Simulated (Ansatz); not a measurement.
# C2Si (SiC2 ring): the cost of one run

Method: MP2 on Hartree-Fock, Gaussian basis cc-pV(T+d)Z, in Ansatz 0.2.0.

## Step 1: The system as given

Bond lengths: Si1–C2 1.833 Å, Si1–C3 1.833 Å, C2–C3 1.270 Å. Angles: Si1–C2–C3 69.7°, C2–Si1–C3 40.5°, Si1–C3–C2 69.7°.

Structure file:

```xyz
3

Si    0.0000    0.0000    0.0000
C     0.6350    0.0000    1.7200
C    -0.6350    0.0000    1.7200
```

## Step 2: Relaxing the atoms: C2Si (SiC2 ring)

input.yaml reads:

```yaml
relax:
  f_tol: 0.0003
  max_steps: 200
  escape_saddle: false
crystal:
  periodic: [false, false, false]
  atoms:
    - { symbol: Si, position_ang: [0.0, 0.0, 0.0] }
    - { symbol: C, position_ang: [0.635, 0.0, 1.72] }
    - { symbol: C, position_ang: [-0.635, 0.0, 1.72] }
basis:
  gaussian: { orbitals: "cc-pV(T+d)Z.json" }
hamiltonian:
  xc: hf
correlation:
  method: mp2
```

On the command line:

```sh
ansatz run input.yaml --threads 4 --pin off --max-ram 8192MiB --backend cpu --events-out ev --progress --plain --runs-dir out
```

Q: Estimate wall time and peak memory on 4 threads of Intel Xeon Platinum 8259CL at 2.50GHz (Skylake/Cascade Lake), shared host.

About 5.4 s, with a peak of 0.2 GiB.
